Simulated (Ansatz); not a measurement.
Process, species as SMILES: O (H2O) → 2 H atom + O atom
B3LYP-D3(BJ)/def2-TZVP geometries, fixed; electronic energies without zero-point terms.
Largest species:
```xyz
3

O      0.0070     0.0013     0.1167
H     -0.0500     0.7593    -0.4742
H     -0.0062    -0.7700    -0.4592
```

The atomisation energy at CCSD(T) with Ansatz (a quantum-chemistry and plane-wave program), in kcal/mol, split into its Hartree-Fock and correlation parts. Cores are frozen. Open shells are unrestricted. No added dispersion term, no relativity. Functions are those of the species that has most.

```
basis        X  functions  Hartree-Fock  CCSD(T)
-----------  -  ---------  ------------  -------
aug-cc-pVDZ  2         41        154.25   219.33
aug-cc-pVTZ  3         92        155.37   228.22
aug-cc-pVQZ  4        172        155.66   231.16
```

Worked estimate of the basis-set limit from each neighbouring pair, with Hartree-Fock from the larger set and the correlation part extrapolated as X^-3.
Correlation parts: X = 2: 65.08, X = 3: 72.85, X = 4: 75.50.
- (2,3): (27·(72.85) - 8·(65.08))/19 = 76.12; with Hartree-Fock 155.37 the estimate is 231.49 kcal/mol.
- (3,4): (64·(75.50) - 27·(72.85))/37 = 77.43; with Hartree-Fock 155.66 the estimate is 233.09 kcal/mol.
The last two estimates differ by 1.60 kcal/mol; the largest set lies 1.93 from the last. Over the last step Hartree-Fock moves by 0.29 and the correlation part by 2.65.
